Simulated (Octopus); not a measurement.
**C2HF2 (SMILES [CH]=C(F)F), step by step**

Aim: energy and gradient (UPBE), then energy and gradient (UPBE) of C2HF2. The setting varied is the box margin. 

The results are computed with Octopus 16.4.

3 further runs of the same task are left out: 3 set aside as unsound or not needed.

## Step 1: Starting point

The species is C2HF2 (5 atoms), meant as a doublet with charge 0. SMILES: `[CH]=C(F)F`. Geometry: relaxed at PBE0-D4/def2-TZVP.

Bond lengths: C1–C2 1.301 Å, C2–F3 1.313 Å, C2–F4 1.320 Å, C1–H5 1.072 Å. Angles: C1–C2–F3 125.0°, C1–C2–F4 125.4°, F3–C2–F4 109.6°, C2–C1–H5 140.6°.

## Step 2: Energy and gradient at UPBE (scalar, in the pseudopotentials, hscv_pbe potentials, box margin 3.5 angstrom, extra states 0, grid spacing 0.15 angstrom, mix field default) (run 4)

Started as:

```bash
$ OMP_NUM_THREADS=1 octopus > gs.log
```

The log of the run:

```text
Version                : 16.4
************************** Calculation Mode **************************
Input: [CalculationMode = gs]
Input: [SpinComponents = polarized]
******************************* Space ********************************
Octopus will run in 3 dimension(s).
Octopus will treat the system as periodic in 0 dimension(s).
Input: [AllElectronType = no]
Input: [PseudopotentialSet = hscv_pbe]
Reading Coordinates from Coordinates block
****************************** Species *******************************
  Species 'C'
    type             : pseudopotential
    file format      : QSO
    valence charge   : 4.0
    atomic number    :   6
    form on file     : semilocal
    orbital origin   : from file
    lmax             : 1
    llocal           : 1
    projectors per l : 1
    total projectors : 1
    application form : kleinman-bylander
    orbitals         :  4
    bound orbitals   :  4
  Species 'F'
    type             : pseudopotential
    file format      : QSO
    valence charge   : 7.0
    atomic number    :   9
    form on file     : semilocal
    orbital origin   : from file
    lmax             : 1
    llocal           : 1
    projectors per l : 1
    total projectors : 1
    application form : kleinman-bylander
    orbitals         :  4
    bound orbitals   :  4
  Species 'H'
[... 88 lines left out ...]
** Warning:
[... 42 lines left out ...]
Converged eigenvectors: 0
#  State  Spin  Eigenvalue [eV]  Occupation    Error
[... 5 lines left out ...]
  [output of 6 eigenvalues skipped: maximum error = 1.0E-01]
[... 18 lines left out ...]
Converged eigenvectors: 0
#  State  Spin  Eigenvalue [eV]  Occupation    Error
[... 5 lines left out ...]
  [output of 6 eigenvalues skipped: maximum error = 6.8E-02]
[... 67 lines left out ...]
Converged eigenvectors: 0
#  State  Spin  Eigenvalue [eV]  Occupation    Error
[... 5 lines left out ...]
  [output of 6 eigenvalues skipped: maximum error = 4.7E-07]
[... 6 lines left out ...]
Total Magnetic Moment:
 mz =   1.000000
Local Magnetic Moments (sphere radius [A] =   0.536):
 Ion                    mz
   1         C       0.242298
   2         C      -0.016796
   3         F       0.009464
   4         F       0.031249
   5         H       0.002678
*********************** SCF CYCLE ITER #   20 ************************
 etot  = -1.65184451E+03 abs_ev   =  1.85E-04 rel_ev   =  5.07E-07
 ediff =        1.83E-05 abs_dens =  8.86E-06 rel_dens =  3.85E-07
Converged eigenvectors: 0
#  State  Spin  Eigenvalue [eV]  Occupation    Error
      1    up      -32.433570    1.000000   ( 1.9E-07)
      1    dn      -32.380559    1.000000   ( 1.8E-07)
      2    up      -30.696670    1.000000   ( 4.8E-07)
[... 4 lines of this table left out ...]
      4    dn      -15.749757    1.000000   ( 4.9E-07)
  [output of 6 eigenvalues skipped: maximum error = 1.2E-06]
      8    up      -11.269878    1.000000   ( 4.6E-07)
      8    dn      -11.113685    1.000000   ( 8.0E-07)
      9    up      -10.878558    1.000000   ( 3.6E-07)
[... 6 lines of this table left out ...]
     12    dn       -4.147941    0.000000   ( 2.6E-07)
                                                               ^
Total Magnetic Moment:
 mz =   1.000000
Local Magnetic Moments (sphere radius [A] =   0.536):
 Ion                    mz
   1         C       0.242298
   2         C      -0.016796
   3         F       0.009464
   4         F       0.031249
   5         H       0.002678
Info: SCF converged in   20 iterations
** Warning:
**   Some of the states are not fully converged!
Info: Number of matrix-vector products:       7667
Octopus emitted 2 warnings.
```

Wall time 67 s (1 thread of Intel Xeon Platinum 8488C (Sapphire Rapids), shared host); peak memory 0.15 GiB.

## Step 3: Energy and forces at UPBE (scalar, in the pseudopotentials, hscv_pbe potentials, box margin 4 angstrom, extra states 0, grid spacing 0.15 angstrom, mix field default) (run 5)

Started as:

```bash
$ OMP_NUM_THREADS=1 octopus > gs.log
```

The log of the run:

```text
Version                : 16.4
************************** Calculation Mode **************************
Input: [CalculationMode = gs]
Input: [SpinComponents = polarized]
******************************* Space ********************************
Octopus will run in 3 dimension(s).
Octopus will treat the system as periodic in 0 dimension(s).
Input: [AllElectronType = no]
Input: [PseudopotentialSet = hscv_pbe]
Reading Coordinates from Coordinates block
****************************** Species *******************************
  Species 'C'
    type             : pseudopotential
    file format      : QSO
    valence charge   : 4.0
    atomic number    :   6
    form on file     : semilocal
    orbital origin   : from file
    lmax             : 1
    llocal           : 1
    projectors per l : 1
    total projectors : 1
    application form : kleinman-bylander
    orbitals         :  4
    bound orbitals   :  4
  Species 'F'
    type             : pseudopotential
    file format      : QSO
    valence charge   : 7.0
    atomic number    :   9
    form on file     : semilocal
    orbital origin   : from file
    lmax             : 1
    llocal           : 1
    projectors per l : 1
    total projectors : 1
    application form : kleinman-bylander
    orbitals         :  4
    bound orbitals   :  4
  Species 'H'
[... 88 lines left out ...]
** Warning:
[... 42 lines left out ...]
Converged eigenvectors: 0
#  State  Spin  Eigenvalue [eV]  Occupation    Error
[... 5 lines left out ...]
  [output of 6 eigenvalues skipped: maximum error = 1.0E-01]
[... 18 lines left out ...]
Converged eigenvectors: 0
#  State  Spin  Eigenvalue [eV]  Occupation    Error
[... 5 lines left out ...]
  [output of 6 eigenvalues skipped: maximum error = 6.1E-02]
[... 67 lines left out ...]
Converged eigenvectors: 0
#  State  Spin  Eigenvalue [eV]  Occupation    Error
[... 5 lines left out ...]
  [output of 6 eigenvalues skipped: maximum error = 5.6E-07]
[... 6 lines left out ...]
Total Magnetic Moment:
 mz =   1.000000
Local Magnetic Moments (sphere radius [A] =   0.536):
 Ion                    mz
   1         C       0.241823
   2         C      -0.016696
   3         F       0.009512
   4         F       0.031227
   5         H       0.002702
*********************** SCF CYCLE ITER #   20 ************************
 etot  = -1.65186236E+03 abs_ev   =  1.39E-04 rel_ev   =  3.80E-07
 ediff =        1.38E-05 abs_dens =  8.00E-06 rel_dens =  3.48E-07
Converged eigenvectors: 0
#  State  Spin  Eigenvalue [eV]  Occupation    Error
      1    up      -32.456982    1.000000   ( 5.7E-07)
      1    dn      -32.403922    1.000000   ( 7.9E-07)
      2    up      -30.719354    1.000000   ( 4.5E-07)
[... 4 lines of this table left out ...]
      4    dn      -15.772851    1.000000   ( 4.7E-07)
  [output of 6 eigenvalues skipped: maximum error = 1.2E-06]
      8    up      -11.293066    1.000000   ( 1.0E-06)
      8    dn      -11.136940    1.000000   ( 1.2E-06)
      9    up      -10.900446    1.000000   ( 6.2E-07)
[... 6 lines of this table left out ...]
     12    dn       -4.189497    0.000000   ( 2.8E-07)
                                                               ^
Total Magnetic Moment:
 mz =   1.000000
Local Magnetic Moments (sphere radius [A] =   0.536):
 Ion                    mz
   1         C       0.241823
   2         C      -0.016696
   3         F       0.009512
   4         F       0.031227
   5         H       0.002701
Info: SCF converged in   20 iterations
** Warning:
**   Some of the states are not fully converged!
Info: Number of matrix-vector products:       7739
Octopus emitted 2 warnings.
```

It took 71 s on 1 thread of Intel Xeon Platinum 8488C (Sapphire Rapids), shared host; peak memory 0.2 GiB.

## Step 4: Summary of results

```
                                       quantity         value
                      run 4, UPBE: total energy  -60.70415 Eh
                     run 4, UPBE: dipole moment        1.25 D
run 4, UPBE: HOMO energy (highest over α and β)      -6.59 eV
                      run 5, UPBE: total energy  -60.70481 Eh
                     run 5, UPBE: dipole moment        1.24 D
run 5, UPBE: HOMO energy (highest over α and β)      -6.62 eV
```
